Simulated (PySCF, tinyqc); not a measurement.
CIS and TDHF on RHF in the sto-3g basis, for LiH, spin multiplicity 1, step by step. The lowest restricted solution is unstable here: a spin-polarised one lies 0.0107 hartree lower (PySCF). Computed by tinyqc, a small Python program that keeps every step (integrals from PySCF). Settings: charge = 0, multiplicity = 1, basis = sto-3g, method = RHF, energy threshold = 1e-10, iteration cap = 60, orthogonalisation = canonical, start = core, DIIS depth = 6, TDHF = 1. Command: `OMP_NUM_THREADS=1 python tinyqc.py 20856 20857 out.jsonl` (the two numbers bound the seeds that draw the settings). One thread of a shared host (Intel(R) Xeon(R) Processor @ 2.60GHz), about 0.08 s of CPU time with the checks. The early iterations of the SCF are left out here.

## One-electron integrals

Geometry (angstrom):
```
atom       x       y       z
Li    0.0000  0.0000  0.0000
H     0.0000  0.0000  2.2930
```

Basis sto-3g: exponents (1/bohr^2) and contraction coefficients of normalised primitives:
```
element  l (shell)  exponent  coefficient
Li           s (1)   16.1196       0.1543
Li           s (1)    2.9362       0.5353
Li           s (1)    0.7947       0.4446
Li           s (2)    0.6363      -0.1000
Li           s (2)    0.1479       0.3995
Li           s (2)    0.0481       0.7001
Li           p (3)    0.6363       0.1559
Li           p (3)    0.1479       0.6077
Li           p (3)    0.0481       0.3920
H            s (1)    3.4253       0.1543
H            s (1)    0.6239       0.5353
H            s (1)    0.1689       0.4446
```

Overlap, kinetic and nuclear-attraction integrals over the contracted functions; the nuclear repulsion is the sum of Za Zb / Rab.

nuclear repulsion = 0.692338 hartree

overlap S, order 1Li 1s, 1Li 2s, 1Li 2px, 1Li 2py, 1Li 2pz, 2H 1s:
```
[[1.0000, 0.2411, 0.0000, 0.0000, 0.0000, 0.0138],
 [0.2411, 1.0000, 0.0000, 0.0000, 0.0000, 0.2361],
 [0.0000, 0.0000, 1.0000, 0.0000, 0.0000, 0.0000],
 [0.0000, 0.0000, 0.0000, 1.0000, 0.0000, 0.0000],
 [0.0000, 0.0000, 0.0000, 0.0000, 1.0000, 0.3470],
 [0.0138, 0.2361, 0.0000, 0.0000, 0.3470, 1.0000]]
```

kinetic energy T (hartree), order 1Li 1s, 1Li 2s, 1Li 2px, 1Li 2py, 1Li 2pz, 2H 1s:
```
[[3.5768, -0.0202, 0.0000, 0.0000, 0.0000, -0.0061],
 [-0.0202, 0.1022, 0.0000, 0.0000, 0.0000, 0.0089],
 [0.0000, 0.0000, 0.3197, 0.0000, 0.0000, 0.0000],
 [0.0000, 0.0000, 0.0000, 0.3197, 0.0000, 0.0000],
 [0.0000, 0.0000, 0.0000, 0.0000, 0.3197, 0.0421],
 [-0.0061, 0.0089, 0.0000, 0.0000, 0.0421, 0.7600]]
```

nuclear attraction V (hartree), order 1Li 1s, 1Li 2s, 1Li 2px, 1Li 2py, 1Li 2pz, 2H 1s:
```
[[-8.2137, -1.0200, 0.0000, 0.0000, -0.0078, -0.0553],
 [-1.0200, -1.4305, 0.0000, 0.0000, -0.0830, -0.3605],
 [0.0000, 0.0000, -1.4003, 0.0000, 0.0000, 0.0000],
 [0.0000, 0.0000, 0.0000, -1.4003, 0.0000, 0.0000],
 [-0.0078, -0.0830, 0.0000, 0.0000, -1.4619, -0.5352],
 [-0.0553, -0.3605, 0.0000, 0.0000, -0.5352, -1.9189]]
```

core Hamiltonian H = T + V (hartree), order 1Li 1s, 1Li 2s, 1Li 2px, 1Li 2py, 1Li 2pz, 2H 1s:
```
[[-4.6369, -1.0402, 0.0000, 0.0000, -0.0078, -0.0614],
 [-1.0402, -1.3283, 0.0000, 0.0000, -0.0830, -0.3516],
 [0.0000, 0.0000, -1.0806, 0.0000, 0.0000, 0.0000],
 [0.0000, 0.0000, 0.0000, -1.0806, 0.0000, 0.0000],
 [-0.0078, -0.0830, 0.0000, 0.0000, -1.1422, -0.4931],
 [-0.0614, -0.3516, 0.0000, 0.0000, -0.4931, -1.1589]]
```

## Two-electron integrals

Functions are numbered as in S; the eight-fold symmetry (ij|kl) = (ji|kl) = (kl|ij) leaves the list below.

Two-electron integrals (ij|kl) in chemists' order, unique and non-zero (hartree):
```
(11|11) 1.6804     (21|11) 0.2654     (21|21) 0.0499     (22|11) 0.3977
(22|21) 0.0929     (22|22) 0.2906     (31|31) 0.0090     (32|31) 0.0138
(32|32) 0.0642     (33|11) 0.3966     (33|21) 0.0929     (33|22) 0.2905
(33|33) 0.3129     (41|41) 0.0090     (42|41) 0.0138     (42|42) 0.0642
(43|43) 0.0169     (44|11) 0.3966     (44|21) 0.0929     (44|22) 0.2905
(44|33) 0.2792     (44|44) 0.3129     (51|51) 0.0090     (52|51) 0.0138
(52|52) 0.0642     (53|53) 0.0169     (54|54) 0.0169     (55|11) 0.3966
(55|21) 0.0929     (55|22) 0.2905     (55|33) 0.2792     (55|44) 0.2792
(55|55) 0.3129     (61|11) 0.0143     (61|21) 0.0027     (61|22) 0.0053
(61|33) 0.0052     (61|44) 0.0052     (61|51) 3.74e-04   (61|52) 0.0007
(61|55) 0.0054     (61|61) 1.69e-04   (62|11) 0.0683     (62|21) 0.0163
(62|22) 0.0589     (62|33) 0.0554     (62|44) 0.0554     (62|51) 0.0025
(62|52) 0.0187     (62|55) 0.0659     (62|61) 0.0011     (62|62) 0.0251
(63|31) 0.0009     (63|32) 0.0050     (63|53) 0.0024     (63|63) 0.0012
(64|41) 0.0009     (64|42) 0.0050     (64|54) 0.0024     (64|64) 0.0012
(65|11) 0.0958     (65|21) 0.0230     (65|22) 0.0850     (65|33) 0.0792
(65|44) 0.0792     (65|51) 0.0038     (65|52) 0.0290     (65|55) 0.0965
(65|61) 0.0016     (65|62) 0.0386     (65|65) 0.0595     (66|11) 0.2307
(66|21) 0.0556     (66|22) 0.2207     (66|33) 0.2027     (66|44) 0.2027
(66|51) 0.0078     (66|52) 0.0781     (66|55) 0.2563     (66|61) 0.0038
(66|62) 0.1255     (66|65) 0.1972     (66|66) 0.7746
```

## Orthogonalisation

S = U s U^T; canonical form X = U s^(-1/2), so that X^T S X = 1. Each column of U has its largest component positive (the first on a tie).

eigenvalues of S: [0.5584, 0.8077, 1.0000, 1.0000, 1.1827, 1.4512]

X, order 1Li 1s, 1Li 2s, 1Li 2px, 1Li 2py, 1Li 2pz, 2H 1s:
```
[[0.3277, 0.7421, 0.0000, 0.0000, 0.5923, 0.2352],
 [-0.6508, -0.5752, 0.0000, 0.0000, 0.4629, 0.4090],
 [0.0000, 0.0000, 0.5336, 0.8457, 0.0000, 0.0000],
 [0.0000, 0.0000, 0.8457, -0.5336, 0.0000, 0.0000],
 [-0.6935, 0.5222, 0.0000, 0.0000, -0.4685, 0.4164],
 [0.8826, -0.2894, 0.0000, 0.0000, -0.2467, 0.5414]]
```

Within a degenerate level the vectors are fixed only up to a rotation; this is one choice.

## Iteration 8 (converged): orbitals

converged F (hartree), order 1Li 1s, 1Li 2s, 1Li 2px, 1Li 2py, 1Li 2pz, 2H 1s:
```
[[-2.3683, -0.6435, 0.0000, 0.0000, 0.0137, -0.0383],
 [-0.6435, -0.2067, 0.0000, 0.0000, -0.0555, -0.1834],
 [0.0000, 0.0000, 0.1590, 0.0000, 0.0000, 0.0000],
 [0.0000, 0.0000, 0.0000, 0.1590, 0.0000, 0.0000],
 [0.0137, -0.0555, 0.0000, 0.0000, 0.0675, -0.1820],
 [-0.0383, -0.1834, 0.0000, 0.0000, -0.1820, -0.0703]]
```

Diagonalise F' = X^T F X, C = X C', fill 2 alpha and 2 beta electrons from the bottom; D = 2 C_occ C_occ^T. Each column has its largest component positive (the first on a tie).

F' = X^T F X (hartree):
```
[[0.2654, -0.3190, 0.0000, 0.0000, -0.2938, -0.1528],
 [-0.3190, -0.7565, 0.0000, 0.0000, -1.0274, -0.4034],
 [0.0000, 0.0000, 0.1590, 0.0000, 0.0000, 0.0000],
 [0.0000, 0.0000, 0.0000, 0.1590, 0.0000, 0.0000],
 [-0.2938, -1.0274, 0.0000, 0.0000, -1.1901, -0.5696],
 [-0.1528, -0.4034, 0.0000, 0.0000, -0.5696, -0.4875]]
```

orbital energies (hartree): [-2.3707, -0.2254, 0.0687, 0.1590, 0.1590, 0.3588]

coefficients C, order 1Li 1s, 1Li 2s, 1Li 2px, 1Li 2py, 1Li 2pz, 2H 1s:
```
[[0.9915, -0.1485, -0.2163, 0.0000, 0.0000, 0.1111],
 [0.0331, 0.5112, 0.7999, 0.0000, 0.0000, -0.4835],
 [0.0000, 0.0000, 0.0000, 0.9539, -0.3001, 0.0000],
 [0.0000, 0.0000, 0.0000, 0.3001, 0.9539, 0.0000],
 [-0.0043, 0.3196, -0.5816, 0.0000, 0.0000, -0.8403],
 [-0.0019, 0.6093, -0.2267, 0.0000, 0.0000, 0.8911]]
```

D after iteration 8, order 1Li 1s, 1Li 2s, 1Li 2px, 1Li 2py, 1Li 2pz, 2H 1s:
```
[[2.0104, -0.0862, 0.0000, 0.0000, -0.1035, -0.1847],
 [-0.0862, 0.5249, 0.0000, 0.0000, 0.3265, 0.6229],
 [0.0000, 0.0000, 0.0000, 0.0000, 0.0000, 0.0000],
 [0.0000, 0.0000, 0.0000, 0.0000, 0.0000, 0.0000],
 [-0.1035, 0.3265, 0.0000, 0.0000, 0.2043, 0.3895],
 [-0.1847, 0.6229, 0.0000, 0.0000, 0.3895, 0.7426]]
```

Within a degenerate level the vectors are fixed only up to a rotation; this is one choice.

## Convergence

Stop when the energy changes by less than 1e-10 hartree and every element of the error matrix X^T (F D S - S D F) X is below 3e-06.

Course of the cycle:
```
iteration  E (hartree)     change  largest element of the error matrix
1            -7.741576          -                             1.71e-01
2            -7.795277  -5.37e-02                             1.68e-02
3            -7.796306  -1.03e-03                             7.75e-03
4            -7.796585  -2.79e-04                             3.46e-03
5            -7.796667  -8.21e-05                             1.15e-04
6            -7.796667  -3.10e-08                             2.68e-05
7            -7.796667  -3.42e-09                             9.13e-07
8            -7.796667  -7.04e-12                             1.12e-08
```

PySCF RHF in the same basis = -7.796667 hartree

Converged in 8 iterations.

## Integrals over molecular orbitals

(pq|rs) = sum C_ip C_jq C_kr C_ls (ij|kl), one index at a time.

one-electron integrals over orbitals h = C^T H C (hartree):
```
[[-4.6280, 0.0955, 0.1605, 0.0000, 0.0000, -0.0520],
 [0.0955, -1.2648, 0.0080, 0.0000, 0.0000, 0.0552],
 [0.1605, 0.0080, -1.0860, 0.0000, 0.0000, 0.0172],
 [0.0000, 0.0000, 0.0000, -1.0806, 0.0000, 0.0000],
 [0.0000, 0.0000, 0.0000, 0.0000, -1.0806, 0.0000],
 [-0.0520, 0.0552, 0.0172, 0.0000, 0.0000, -1.0194]]
```

Two-electron integrals over orbitals (pq|rs), unique and non-zero (hartree):
```
(11|11) 1.6594      (21|11) -0.0977     (21|21) 0.0099      (22|11) 0.3039
(22|21) 0.0022      (22|22) 0.4415      (31|11) -0.1423     (31|21) 0.0107
(31|22) -0.0104     (31|31) 0.0220      (32|11) 0.0331      (32|21) -0.0025
(32|22) -0.0635     (32|31) -3.48e-04   (32|32) 0.0254      (33|11) 0.3888
(33|21) -0.0085     (33|22) 0.2122      (33|31) 0.0006      (33|32) 0.0163
(33|33) 0.3245      (41|41) 0.0098      (42|41) 0.0073      (42|42) 0.0209
(43|41) 0.0104      (43|42) 0.0208      (43|43) 0.0414      (44|11) 0.3963
(44|21) -0.0035     (44|22) 0.2388      (44|31) -0.0051     (44|32) 0.0166
(44|33) 0.2784      (44|44) 0.3129      (51|51) 0.0098      (52|51) 0.0073
(52|52) 0.0209      (53|51) 0.0104      (53|52) 0.0208      (53|53) 0.0414
(54|54) 0.0169      (55|11) 0.3963      (55|21) -0.0035     (55|22) 0.2388
(55|31) -0.0051     (55|32) 0.0166      (55|33) 0.2784      (55|44) 0.2792
(55|55) 0.3129      (61|11) 0.0674      (61|21) -0.0089     (61|22) -0.0071
(61|31) -0.0044     (61|32) 0.0029      (61|33) 0.0116      (61|44) 0.0016
(61|55) 0.0016      (61|61) 0.0106      (62|11) -0.0846     (62|21) 0.0011
(62|22) 0.1051      (62|31) 0.0045      (62|32) -0.0486     (62|33) -0.0177
(62|44) -0.0407     (62|55) -0.0407     (62|61) 0.0014      (62|62) 0.1319
(63|11) 0.0261      (63|21) -0.0022     (63|22) -0.0612     (63|31) 0.0039
(63|32) 0.0211      (63|33) 0.0371      (63|44) 0.0101      (63|55) 0.0101
(63|61) 0.0046      (63|62) -0.0422     (63|63) 0.0342      (64|41) -0.0056
(64|42) -0.0179     (64|43) -0.0112     (64|64) 0.0188      (65|51) -0.0056
(65|52) -0.0179     (65|53) -0.0112     (65|65) 0.0188      (66|11) 0.3486
(66|21) 4.88e-04    (66|22) 0.4118      (66|31) -0.0104     (66|32) -0.0505
(66|33) 0.2391      (66|44) 0.2557      (66|55) 0.2557      (66|61) -0.0053
(66|62) 0.0883      (66|63) -0.0471     (66|66) 0.4054
```

## CIS matrix, singlets

A(ia,jb) = (e_a - e_i) d_ij d_ab + 2 (ia|jb) - (ij|ab).

CIS matrix A, singlet (hartree), order 1>3, 1>4, 1>5, 1>6, 2>3, 2>4, 2>5, 2>6:
```
[[2.0946, 0.0000, 0.0000, -0.0349, 0.0078, 0.0000, 0.0000, 0.0112],
 [0.0000, 2.1529, 0.0000, 0.0000, 0.0000, 0.0181, 0.0000, 0.0000],
 [0.0000, 0.0000, 2.1529, 0.0000, 0.0000, 0.0000, 0.0181, 0.0000],
 [-0.0349, 0.0000, 0.0000, 2.4022, 0.0079, 0.0000, 0.0000, 0.0022],
 [0.0078, 0.0000, 0.0000, 0.0079, 0.1326, 0.0000, 0.0000, -0.0361],
 [0.0000, 0.0181, 0.0000, 0.0000, 0.0000, 0.1874, 0.0000, 0.0000],
 [0.0000, 0.0000, 0.0181, 0.0000, 0.0000, 0.0000, 0.1874, 0.0000],
 [0.0112, 0.0000, 0.0000, 0.0022, -0.0361, 0.0000, 0.0000, 0.4361]]
```

## CIS singlet states

dipole integrals <i|r|a> (bohr), order 1>3, 1>4, 1>5, 1>6, 2>3, 2>4, 2>5, 2>6:
```
[[0.0000, 0.0000, -0.1305],
 [0.1959, 0.0616, 0.0000],
 [-0.0616, 0.1959, 0.0000],
 [0.0000, 0.0000, -0.1469],
 [0.0000, 0.0000, -0.9113],
 [0.9563, 0.3008, 0.0000],
 [-0.3008, 0.9563, 0.0000],
 [0.0000, 0.0000, 1.1654]]
```

Diagonalise A (1 hartree = 27.211386 eV); each vector has its largest component positive (the first on a tie). The transition dipole is mu = sqrt2 sum c_ia <i|r|a>.

singlet excitation energies (eV): [3.4916, 5.0961, 5.0961, 11.9813, 56.8948, 58.5888, 58.5888, 65.4737]

lowest vectors, order 1>3, 1>4, 1>5, 1>6, 2>3, 2>4, 2>5, 2>6:
```
[[-0.0047, 0.0000, 0.0000, -0.0062, 0.9938, 0.0000],
 [0.0000, 0.0021, -0.0089, 0.0000, 0.0000, 0.9976],
 [0.0000, -0.0089, -0.0021, 0.0000, 0.0000, -0.0693],
 [-0.0036, 0.0000, 0.0000, -0.0008, 0.1113, 0.0000],
 [0.9932, 0.0000, 0.0000, -0.1165, 0.0043, 0.0000],
 [0.0000, -0.2337, 0.9723, 0.0000, 0.0000, 0.0092],
 [0.0000, 0.9723, 0.2337, 0.0000, 0.0000, -0.0006],
 [0.1165, 0.0000, 0.0000, 0.9932, 0.0068, 0.0000]]
```

oscillator strengths 2/3 w |mu|^2: [0.1009, 0.2500, 0.2500, 0.9388, 0.0562, 0.1322]

Within a degenerate level the vectors are fixed only up to a rotation; this is one choice.

## TDHF (RPA) singlet states

B(ia,jb) = 2 (ia|jb) - (ib|ja); the squared energies are the eigenvalues of (A - B)(A + B); 1 hartree = 27.211386 eV.

TDHF matrix B, singlet (hartree), order 1>3, 1>4, 1>5, 1>6, 2>3, 2>4, 2>5, 2>6:
```
[[0.0220, 0.0000, 0.0000, -0.0044, -0.0003, 0.0000, 0.0000, 0.0062],
 [0.0000, 0.0098, 0.0000, 0.0000, 0.0000, 0.0073, 0.0000, 0.0000],
 [0.0000, 0.0000, 0.0098, 0.0000, 0.0000, 0.0000, 0.0073, 0.0000],
 [-0.0044, 0.0000, 0.0000, 0.0106, 0.0012, 0.0000, 0.0000, 0.0014],
 [-0.0003, 0.0000, 0.0000, 0.0012, 0.0254, 0.0000, 0.0000, -0.0486],
 [0.0000, 0.0073, 0.0000, 0.0000, 0.0000, 0.0209, 0.0000, 0.0000],
 [0.0000, 0.0000, 0.0073, 0.0000, 0.0000, 0.0000, 0.0209, 0.0000],
 [0.0062, 0.0000, 0.0000, 0.0014, -0.0486, 0.0000, 0.0000, 0.1319]]
```

squared energies w^2 (hartree^2): [0.0156, 0.0346, 0.0346, 0.1720, 4.3711, 4.6356, 4.6356, 5.7892]

TDHF energies from the positive w^2 (eV): [3.3947, 5.0639, 5.0639, 11.2856, 56.8913, 58.5875, 58.5875, 65.4727]

## CIS matrix, triplets

A(ia,jb) = (e_a - e_i) d_ij d_ab - (ij|ab).

CIS matrix A, triplet (hartree), order 1>3, 1>4, 1>5, 1>6, 2>3, 2>4, 2>5, 2>6:
```
[[2.0506, 0.0000, 0.0000, -0.0261, 0.0085, 0.0000, 0.0000, 0.0022],
 [0.0000, 2.1333, 0.0000, 0.0000, 0.0000, 0.0035, 0.0000, 0.0000],
 [0.0000, 0.0000, 2.1333, 0.0000, 0.0000, 0.0000, 0.0035, 0.0000],
 [-0.0261, 0.0000, 0.0000, 2.3809, 0.0022, 0.0000, 0.0000, -0.0005],
 [0.0085, 0.0000, 0.0000, 0.0022, 0.0819, 0.0000, 0.0000, 0.0612],
 [0.0000, 0.0035, 0.0000, 0.0000, 0.0000, 0.1456, 0.0000, 0.0000],
 [0.0000, 0.0000, 0.0035, 0.0000, 0.0000, 0.0000, 0.1456, 0.0000],
 [0.0022, 0.0000, 0.0000, -0.0005, 0.0612, 0.0000, 0.0000, 0.1724]]
```

## CIS triplet states

Diagonalise A (1 hartree = 27.211386 eV); each vector has its largest component positive (the first on a tie).

triplet excitation energies (eV): [1.3866, 3.9608, 3.9608, 5.5318, 55.7444, 58.0510, 58.0510, 64.8442]

lowest vectors, order 1>3, 1>4, 1>5, 1>6, 2>3, 2>4, 2>5, 2>6:
```
[[-0.0033, 0.0000, 0.0000, -0.0031, 0.9969, 0.0000],
 [0.0000, -0.0002, -0.0018, 0.0000, 0.0000, 0.0825],
 [0.0000, -0.0018, 0.0002, 0.0000, 0.0000, 0.9966],
 [-0.0010, 0.0000, 0.0000, -0.0003, 0.0784, 0.0000],
 [0.8930, 0.0000, 0.0000, 0.4501, 0.0044, 0.0000],
 [0.0000, 0.1362, 0.9907, 0.0000, 0.0000, 0.0001],
 [0.0000, 0.9907, -0.1362, 0.0000, 0.0000, 0.0018],
 [-0.4501, 0.0000, 0.0000, 0.8930, 0.0013, 0.0000]]
```

Within a degenerate level the vectors are fixed only up to a rotation; this is one choice.

## TDHF (RPA) triplet states

B(ia,jb) = - (ib|ja); the squared energies are the eigenvalues of (A - B)(A + B); 1 hartree = 27.211386 eV.

TDHF matrix B, triplet (hartree), order 1>3, 1>4, 1>5, 1>6, 2>3, 2>4, 2>5, 2>6:
```
[[-0.0220, 0.0000, 0.0000, 0.0044, 0.0003, 0.0000, 0.0000, -0.0029],
 [0.0000, -0.0098, 0.0000, 0.0000, 0.0000, -0.0073, 0.0000, 0.0000],
 [0.0000, 0.0000, -0.0098, 0.0000, 0.0000, 0.0000, -0.0073, 0.0000],
 [0.0044, 0.0000, 0.0000, -0.0106, -0.0045, 0.0000, 0.0000, -0.0014],
 [0.0003, 0.0000, 0.0000, -0.0045, -0.0254, 0.0000, 0.0000, 0.0486],
 [0.0000, -0.0073, 0.0000, 0.0000, 0.0000, -0.0209, 0.0000, 0.0000],
 [0.0000, 0.0000, -0.0073, 0.0000, 0.0000, 0.0000, -0.0209, 0.0000],
 [-0.0029, 0.0000, 0.0000, -0.0014, 0.0486, 0.0000, 0.0000, -0.1319]]
```

squared energies w^2 (hartree^2): [-0.0101, 0.0207, 0.0207, 0.0313, 4.1961, 4.5509, 4.5509, 5.6784]

TDHF energies from the positive w^2 (eV): [3.9191, 3.9191, 4.8143, 55.7411, 58.0497, 58.0497, 64.8431]

A + B or A - B has a negative eigenvalue: the restricted solution is unstable towards a spin-polarised one, a negative w^2 means an imaginary energy, and the lowest roots have no physical meaning.
